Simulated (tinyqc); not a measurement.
Inside a calculation. Method: UHF in the sto-3g basis, for H3O+, spin multiplicity 1. One step of it, computed by the program tinyqc.

Problem. Iteration 2: diagonalisation and new density. Diagonalise F' = X^T F X, C = X C', fill 5 alpha and 5 beta electrons from the bottom; D(s) = C_occ C_occ^T. Each column has its largest component positive (the first on a tie).

extrapolated F(alpha) (hartree), lower triangle:
```
,1O 1s,1O 2s,1O 2px,1O 2py,1O 2pz,2H 1s,3H 1s,4H 1s
1O 1s,-20.889336
1O 2s,-5.312419,-2.869712
1O 2px,-0.000142,-0.000383,-0.770637
1O 2py,0.000324,0.020545,0.001596,-0.774085
1O 2pz,0.021259,0.062394,-0.000423,0.058368,-0.840263
2H 1s,-0.697570,-0.837487,-0.511367,-0.001363,0.214242,-0.661683
3H 1s,-0.696875,-0.838882,0.254469,-0.441450,0.195837,-0.223225,-0.645904
4H 1s,-0.697315,-0.834032,0.255173,0.439897,0.231840,-0.227014,-0.223754,-0.671644
```

extrapolated F(beta) (hartree), lower triangle:
```
,1O 1s,1O 2s,1O 2px,1O 2py,1O 2pz,2H 1s,3H 1s,4H 1s
1O 1s,-20.889336
1O 2s,-5.312419,-2.869712
1O 2px,-0.000142,-0.000383,-0.770637
1O 2py,-0.000324,-0.020545,-0.001596,-0.774085
1O 2pz,0.021259,0.062394,-0.000423,-0.058368,-0.840263
2H 1s,-0.697570,-0.837487,-0.511367,0.001363,0.214242,-0.661683
3H 1s,-0.697315,-0.834032,0.255173,-0.439897,0.231840,-0.227014,-0.671644
4H 1s,-0.696875,-0.838882,0.254469,0.441450,0.195837,-0.223225,-0.223754,-0.645904
```

X, lower triangle:
```
,1O 1s,1O 2s,1O 2px,1O 2py,1O 2pz,2H 1s,3H 1s,4H 1s
1O 1s,1.023858
1O 2s,-0.137941,1.159736
1O 2px,-0.000004,0.000043,1.056947
1O 2py,0.000000,0.000000,0.000000,1.056934
1O 2pz,0.004716,-0.042796,-0.000015,0.000000,1.013291
2H 1s,0.016088,-0.176273,-0.173372,0.000000,0.054967,1.094634
3H 1s,0.016082,-0.176173,0.086640,-0.150092,0.054927,-0.042012,1.094551
4H 1s,0.016082,-0.176173,0.086640,0.150092,0.054927,-0.042012,-0.041975,1.094551
```

Give: F' = X^T F X; orbital energies; coefficients C; F' = X^T F X; orbital energies; coefficients C; D(alpha) after iteration 2; D(beta) after iteration 2.

Solution.

F' = X^T F X (alpha) (hartree), lower triangle:
```
,1,2,3,4,5,6,7,8
1,-20.510
2,-2.717,-1.734
3,0.000,0.000,-0.600
4,-0.003,0.024,0.002,-0.605
5,0.038,-0.043,-0.001,0.067,-0.799
6,-0.058,-0.363,-0.410,-0.003,0.142,-0.345
7,-0.057,-0.371,0.205,-0.355,0.113,-0.047,-0.329
8,-0.059,-0.354,0.204,0.349,0.170,-0.050,-0.047,-0.357
```

orbital energies (alpha) (hartree): MO1 -20.898, MO2 -1.659, MO3 -0.981, MO4 -0.972, MO5 -0.870, MO6 -0.055, MO7 0.073, MO8 0.081

coefficients C (alpha):
```
,MO1,MO2,MO3,MO4,MO5,MO6,MO7,MO8
1O 1s,0.994,-0.240,0.012,-0.001,-0.056,-0.134,-0.003,0.004
1O 2s,0.024,0.898,-0.059,0.004,0.272,0.758,0.013,-0.019
1O 2px,0.000,0.001,0.060,0.720,-0.004,0.005,0.574,0.558
1O 2py,0.000,-0.015,0.709,-0.064,0.141,-0.001,0.559,-0.568
1O 2pz,-0.002,-0.076,-0.263,0.028,0.887,-0.412,0.055,-0.054
2H 1s,-0.004,0.107,0.071,0.409,-0.122,-0.594,-0.607,-0.588
3H 1s,-0.004,0.104,0.338,-0.233,0.037,-0.595,-0.211,0.828
4H 1s,-0.004,0.107,-0.313,-0.184,-0.277,-0.580,0.813,-0.221
```

F' = X^T F X (beta) (hartree), lower triangle:
```
,1,2,3,4,5,6,7,8
1,-20.510
2,-2.717,-1.734
3,0.000,0.000,-0.600
4,0.003,-0.024,-0.002,-0.605
5,0.038,-0.043,-0.001,-0.067,-0.799
6,-0.058,-0.363,-0.410,0.003,0.142,-0.345
7,-0.059,-0.354,0.204,-0.349,0.170,-0.050,-0.357
8,-0.057,-0.371,0.205,0.355,0.113,-0.047,-0.047,-0.329
```

orbital energies (beta) (hartree): MO1 -20.898, MO2 -1.659, MO3 -0.981, MO4 -0.972, MO5 -0.870, MO6 -0.055, MO7 0.073, MO8 0.081

coefficients C (beta):
```
,MO1,MO2,MO3,MO4,MO5,MO6,MO7,MO8
1O 1s,0.994,-0.240,-0.012,-0.001,-0.056,-0.134,-0.003,0.004
1O 2s,0.024,0.898,0.059,0.004,0.272,0.758,0.013,-0.019
1O 2px,0.000,0.001,-0.060,0.720,-0.004,0.005,0.574,0.558
1O 2py,0.000,0.015,0.709,0.064,-0.141,0.001,-0.559,0.568
1O 2pz,-0.002,-0.076,0.263,0.028,0.887,-0.412,0.055,-0.054
2H 1s,-0.004,0.107,-0.071,0.409,-0.122,-0.594,-0.607,-0.588
3H 1s,-0.004,0.107,0.313,-0.184,-0.277,-0.580,0.813,-0.221
4H 1s,-0.004,0.104,-0.338,-0.233,0.037,-0.595,-0.211,0.828
```

D(alpha) after iteration 2, lower triangle:
```
,1O 1s,1O 2s,1O 2px,1O 2py,1O 2pz,2H 1s,3H 1s,4H 1s
1O 1s,1.050
1O 2s,-0.208,0.884
1O 2px,0.000,-0.001,0.522
1O 2py,0.004,-0.018,-0.004,0.527
1O 2pz,-0.037,0.188,0.001,-0.061,0.862
2H 1s,-0.022,0.060,0.299,0.005,-0.124,0.199
3H 1s,-0.027,0.083,-0.148,0.258,-0.071,-0.065,0.181
4H 1s,-0.017,0.038,-0.150,-0.251,-0.177,-0.052,-0.062,0.220
```

D(beta) after iteration 2, lower triangle:
```
,1O 1s,1O 2s,1O 2px,1O 2py,1O 2pz,2H 1s,3H 1s,4H 1s
1O 1s,1.050
1O 2s,-0.208,0.884
1O 2px,0.000,-0.001,0.522
1O 2py,-0.004,0.018,0.004,0.527
1O 2pz,-0.037,0.188,0.001,0.061,0.862
2H 1s,-0.022,0.060,0.299,-0.005,-0.124,0.199
3H 1s,-0.017,0.038,-0.150,0.251,-0.177,-0.052,0.220
4H 1s,-0.027,0.083,-0.148,-0.258,-0.071,-0.065,-0.062,0.181
```
